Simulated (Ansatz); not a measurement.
fcc Al

Level of theory: PBEsol in Ansatz (plane waves, PAW).

Numerical settings: plane-wave cutoff 500 eV, 20×20×1 k mesh (along the axes of the cell as run), Fermi–Dirac smearing 0.1 eV, scalar-relativistic PAW data made under PBE.

Cell: relaxed at this level.

| Property | Result |
|---|---|
| surface energy of the (311) face | 1.12 J/m² |
| work function of the (311) face | 4.20 eV |

The slab of 11 atoms is relaxed and unreconstructed.

It cost around 13 core-minutes (rough) of CPU time.

Ansatz is an electronic-structure program.
